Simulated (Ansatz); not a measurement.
Relaxation of CH7BO (10 atoms, charge 0, multiplicity 1), to a largest force component of 0.03 eV/Å in at most 50 steps.

Method: RKS r2SCAN/6-31G* in Ansatz 0.2.0.

```xyz
10
Properties=species:S:1:pos:R:3:forces:R:3
B 0.227 -0.438 -0.390 0.26 -0.98 0.02
H -0.488 0.017 1.854 -0.72 1.30 0.50
H 1.152 0.316 -0.291 0.00 -0.02 -0.01
H -0.859 -0.105 -0.789 0.01 -0.01 -0.01
O 0.477 -1.750 -0.060 -0.09 0.77 -0.53
C -0.567 -2.717 -0.112 0.00 0.02 -0.01
H -0.150 -3.650 -0.503 0.00 0.00 -0.01
H -0.943 -2.897 0.903 0.00 0.00 0.02
H -1.396 -2.383 -0.749 0.00 -0.01 0.01
H -0.170 -0.602 1.728 0.54 -1.07 0.02
```

Problem. Where does it end, and by what steps?

Solution. The run converged. The force dipped under the threshold on the way, but the program's further checks kept it going. After 46 steps the energy has fallen by 0.230 eV; H2 moved furthest, 1.57 Å.

```json
{"step": "0", "energy less start (eV)": "0.0000", "largest force component (eV/Å)": "1.297", "accepted": "yes"}
{"step": "2", "energy less start (eV)": "-0.1775", "largest force component (eV/Å)": "0.194", "accepted": "yes"}
{"step": "4", "energy less start (eV)": "-0.2021", "largest force component (eV/Å)": "0.101", "accepted": "yes"}
{"step": "6", "energy less start (eV)": "-0.2088", "largest force component (eV/Å)": "0.139", "accepted": "yes"}
{"step": "8", "energy less start (eV)": "-0.2118", "largest force component (eV/Å)": "0.118", "accepted": "yes"}
{"step": "10", "energy less start (eV)": "-0.2150", "largest force component (eV/Å)": "0.102", "accepted": "yes"}
{"step": "12", "energy less start (eV)": "-0.2169", "largest force component (eV/Å)": "0.041", "accepted": "yes"}
{"step": "14", "energy less start (eV)": "-0.2181", "largest force component (eV/Å)": "0.079", "accepted": "yes"}
{"step": "16", "energy less start (eV)": "-0.2187", "largest force component (eV/Å)": "0.020", "accepted": "yes"}
{"step": "18", "energy less start (eV)": "-0.2193", "largest force component (eV/Å)": "0.037", "accepted": "yes"}
{"step": "20", "energy less start (eV)": "-0.2202", "largest force component (eV/Å)": "0.082", "accepted": "yes"}
{"step": "22", "energy less start (eV)": "-0.2213", "largest force component (eV/Å)": "0.067", "accepted": "yes"}
{"step": "24", "energy less start (eV)": "-0.2194", "largest force component (eV/Å)": "0.251", "accepted": "no"}
{"step": "26", "energy less start (eV)": "-0.2227", "largest force component (eV/Å)": "0.081", "accepted": "yes"}
{"step": "28", "energy less start (eV)": "-0.2241", "largest force component (eV/Å)": "0.050", "accepted": "yes"}
{"step": "30", "energy less start (eV)": "-0.2067", "largest force component (eV/Å)": "0.397", "accepted": "no"}
{"step": "32", "energy less start (eV)": "-0.2253", "largest force component (eV/Å)": "0.045", "accepted": "yes"}
{"step": "34", "energy less start (eV)": "-0.2259", "largest force component (eV/Å)": "0.080", "accepted": "yes"}
{"step": "36", "energy less start (eV)": "-0.2266", "largest force component (eV/Å)": "0.062", "accepted": "yes"}
{"step": "38", "energy less start (eV)": "-0.2272", "largest force component (eV/Å)": "0.037", "accepted": "yes"}
{"step": "40", "energy less start (eV)": "-0.2278", "largest force component (eV/Å)": "0.094", "accepted": "yes"}
{"step": "42", "energy less start (eV)": "-0.2286", "largest force component (eV/Å)": "0.039", "accepted": "yes"}
{"step": "44", "energy less start (eV)": "-0.2289", "largest force component (eV/Å)": "0.081", "accepted": "yes"}
{"step": "46", "energy less start (eV)": "-0.2296", "largest force component (eV/Å)": "0.026", "accepted": "yes"}
```

```xyz
10
Properties=species:S:1:pos:R:3
B 0.269 -0.472 -1.023
H -0.297 -0.661 3.259
H 0.962 0.488 -0.834
H -0.266 -0.707 -2.080
O 0.103 -1.302 0.024
C -0.699 -2.479 -0.069
H -0.065 -3.347 0.144
H -1.487 -2.420 0.688
H -1.145 -2.579 -1.066
H -0.092 -0.729 2.548
```

Time of the run: 2.1 min on 1 thread of Arm Neoverse V1, on a shared host, peak memory 0.12 GiB.
